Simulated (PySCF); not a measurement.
Mapped SMILES: `[CH2:1]=[C:2]=[CH:3][C:4]#[N:5]` (H(Xn): hydrogen on atom n).

Isolated molecule, no relativistic terms, averaged over atoms made equivalent by symmetry, fast rotation or ring inversion, a single conformation. Structure optimised with PBE0-D3(BJ)/def2-SVP; J couplings at B3LYP/pcJ-1; NMR shieldings at KT2/pcSseg-2/GIAO; PySCF.

**Question.** Predict the 2D correlation tables (HSQC, COSY, HMBC).

**Answer.** 

HSQC (one-bond C–H):
| δH | δC | $^{1}J$(C,H) (Hz) |
| --- | --- | --- |
| 5.35 (H(C3)) | 67.8 (C3) | 189 |
| 5.30 (H(C1)) | 77.9 (C1) | 184 |

COSY cross peaks (|J| ≥ 2 Hz):
| δH | δH | abs. J (Hz) | bonds |
| --- | --- | --- | --- |
| 5.35 (H(C3)) | 5.30 (H(C1)) | 9.3 | 4 |

HMBC (two and three bonds, |J| ≥ 2.5 Hz):
| δH | δC [abs. J in Hz] |
| --- | --- |
| 5.35 (H(C3)) | 224.7 (C2) [7.2], 108.6 (C4) [4.8], 77.9 (C1) [8.1] |
| 5.30 (H(C1)) | 224.7 (C2) [4.9], 67.8 (C3) [8.9] |

Referencing at the same level of theory: $^{1}$H and $^{13}$C against TMS.

Shifts are as computed. Against solution values, carbons near 30 ppm lie about +3 ppm off and those near 130 ppm about -1 ppm. Of 1211 compounds with measured shifts, 218 miss one by over three times the rms of a fit or turn the order of signals round; such compounds aren't used in these exercises.
